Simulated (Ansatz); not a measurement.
# Si₂H₄ (singlet): the correlation ladder at a displaced geometry (v1), cc-pVDZ

One table from this session's results is given with a row withheld; the runs are named, their logs left out.

Method: cc-pVDZ, core rule «outside noble gas», up to 10 orbitals frozen; program: Ansatz 0.2.0, Gaussian basis.

To be run: UHF; CCSD(T) on RHF; CCSD(T) on UHF; BCCD(T) on RHF; CISD; CCSDT(Q) on RHF; CCSDT(Q) on UHF; CASSCF and MRCISD+Q, 8 electrons in 8 orbitals; CASSCF and NEVPT2, 8 electrons in 8 orbitals.

20 further runs of the same task are left out: 11 that didn't finish, 9 set aside as unsound or not needed.

## The system

The geometry is a PBE0/def2-TZVP stationary point (not a proven minimum) with its atoms shifted at random (size 0.040 Å).

6 atoms, charge 0, spin multiplicity 1.

Atoms are counted from 1 here; the program's logs count them from 0.

Bond lengths: Si1–Si2 2.403 Å, Si1–H3 1.506 Å, Si1–H4 1.452 Å, Si1–H5 1.554 Å, Si2–H6 1.528 Å. Angles: Si2–Si1–H3 116.9°, Si2–Si1–H4 106.5°, Si2–Si1–H5 103.5°, H3–Si1–H4 109.6°, H3–Si1–H5 111.5°, H4–Si1–H5 108.3°, Si1–Si2–H6 93.9°.

Set-up of the first run:

in.yaml

```yaml
crystal:
  periodic: [false, false, false]
  atoms:
    - {symbol: Si, position_ang: [0.002747, 0.039922, 1.137919]}
    - {symbol: Si, position_ang: [0.001914, -0.089922, -1.261156]}
    - {symbol: H, position_ang: [0.049878, 1.417212, 1.745355]}
    - {symbol: H, position_ang: [1.144805, -0.733148, 1.593520]}
    - {symbol: H, position_ang: [-1.292987, -0.716968, 1.542030]}
    - {symbol: H, position_ang: [-0.031573, 1.426126, -1.446979]}
basis:
  gaussian: {orbitals: cc-pVDZ}
magnetization: {spin_polarized: true, initial_magnetization: 0}
hamiltonian: {xc: hf}
output: {orbitals: {seedname: orbitals}}
```

Launch:

```
$ ansatz run in.yaml --threads 1 --pin off --events-out ev --progress --plain --max-ram 2393MiB
```

Among the steps run: UHF; CCSD(T) on RHF; CCSD(T) on UHF; BCCD(T) on RHF; CISD; CCSDT(Q) on RHF; CCSDT(Q) on UHF; CASSCF and MRCISD+Q, 8 electrons in 8 orbitals; CASSCF and NEVPT2, 8 electrons in 8 orbitals.

One table of the session follows, with a row left open; its other results are not shown here.

| method | from RCCSDT(Q) (meV) |
| --- | --- |
| RHF | +6627.1 |
| UHF | +6505.4 |
| RMP2 | +1540.4 |
| UMP2 | +1676.4 |
| CISD | +841.8 |
| RCCSD | +209.6 |
| UCCSD | +222.8 |
| RCCSD(T) | +43.1 |
| UCCSD(T) | ? |
| BCCD(T) | +42.5 |
| RCCSDT | +8.6 |
| UCCSDT | +10.2 |
| RCCSDT(Q) | 0 |
| UCCSDT(Q) | +0.5 |

Estimate the missing values for UCCSD(T).

**Answer.** from RCCSDT(Q) (meV): +53.4. In the column «from RCCSDT(Q) (meV)» it lies between RCCSD(T) (+43.1) and RCCSD (+209.6).

Left out of the table: CASSCF frontier, NEVPT2 frontier, MRCISD frontier, MRCISD+Q frontier (the active space lost an orbital or holds another state than full CI finds).

Caveats from the session: Restricted and unrestricted rows rest on different reference determinants; where their highest levels disagree by more than a few hundredths of an eV, they describe different states and don't form one ladder. Warnings in the runs' records: passed over end.
